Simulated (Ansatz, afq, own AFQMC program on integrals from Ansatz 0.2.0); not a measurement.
Two steps: Ansatz 0.2.0 writes the Fock matrix and Cholesky factors of the valence space, and afq projects on them the lowest state that overlaps trial and start.

```yaml
crystal:
  periodic: [false, false, false]
  atoms:
    - {symbol: O, position_ang: [0.000000, 0.000000, 0.000000]}
    - {symbol: O, position_ang: [0.000000, 0.000000, 1.345600]}
basis:
  gaussian: {orbitals: 6-31G}
total_charge: 1
magnetization: {spin_polarized: true, initial_magnetization: 3}
correlation: {method: ccsd_t, electrons: outside_noble_gas, hamiltonian_folder: ham}
```

```sh
$ ansatz run in.yaml --threads 1 --pin off --events-out ev --progress --plain --max-ram 16896MiB --backend cuda --devices 0, --max-vram 18GiB
```

Options of the walk:

```
--method phaseless --trial hf --walkers 4000 --populations 20 --least-time 40 --time-step 0.005 --steps-per-block 20 --equilibration-blocks 112 --max-blocks 4000 --target-error 0.001 --factor-cut 1e-05 --start spin_pure --seed 7656 --taylor-order 6
```

Times are imaginary, in 1/Eh. The walk had a cap of 49 s. With eight or more populations the least sampling time is a fifth of least-time, and the error comes from their spread.

```
orbitals 16  electrons 7 4  factors 88 of 155
reference energy -149.02596651 Eh
CCSD correlation -0.19694370 Eh in 11 cycles, weight of the determinant in the CISD state 0.9144
energy of the start -149.026645 Eh
 block  time / (1/Eh)  mean weight  energy / Eh
     1     0.100  1.0009  -149.075490
     2     0.200  1.0016  -149.110760
     3     0.300  1.0011  -149.135690
     4     0.400  1.0015  -149.154474
     5     0.500  1.0013  -149.167499
    10     1.000  1.0002  -149.204406
    37     3.700  0.9997  -149.217221
    67     6.700  1.0001  -149.219031
    97     9.700  1.0001  -149.221974
   127    12.700  0.9998  -149.217333
   157    15.700  1.0003  -149.218382
   169    16.900  1.0000  -149.229643
   187    18.700  1.0001  -149.215330
   217    21.700  1.0000  -149.215594
   223    22.300  1.0000  -149.204725
   247    24.700  1.0004  -149.207498
   271    27.100  0.9999  -149.212463
error from the spread of 20 populations
energy -149.216650 +/- 0.000965 Eh
(rows thinned)
```

Q: Estimate how long the walk took on 1 × NVIDIA H100 80GB HBM3 with 2 threads of AMD EPYC 7R13 Processor (Zen 3), on a shared host (the card was shared).

A: 34 s of wall time.

The run passed its tests (sampling time, drift between the halves within three errors, error under three times the target), which doesn't prove that it has relaxed. The second half of the sampling lies above the first by 1.9 errors of their difference, so the energy may still be moving and its error bar be too small.

Against this walk (error 26.3 meV) on the same determinant: CCSD(T) 310.6 meV lower, CCSDT(Q) 370.6 meV lower, CCSDTQ 373.5 meV lower, full CI 375.4 meV lower, a separate phaseless walk with a CISD trial and standard settings 321.7 ± 26.4 meV lower. The error is statistical and leaves out the bias of the constraint. Full CI is exact here, so the walk's 375 meV above it is the walk's own error: the bias of the constraint with this trial, or a walk that hasn't relaxed. It lies above even CCSD, by 170 meV.

Cautions: constraint bias not in the error; lower spins were not checked; the search met a lower determinant of the same kind, perhaps of another symmetry (66 meV lower), and this one is a saddle point; the CCSD(T) amplitudes may be one of several solutions (largest double 0.13); the CCSDT(Q) amplitudes may be one of several solutions (largest double 0.14); the CCSDTQ amplitudes may be one of several solutions (largest double 0.14).

CCSDT and higher add their correlation energy to the determinant of the CCSD(T) run, since their own runs factorise the integrals more tightly (a shift of under 2 meV). A walk keeps the symmetry of its determinant, which the program's search chose and which needn't be the lowest solution, so a lower state of the same spin and another symmetry isn't excluded.
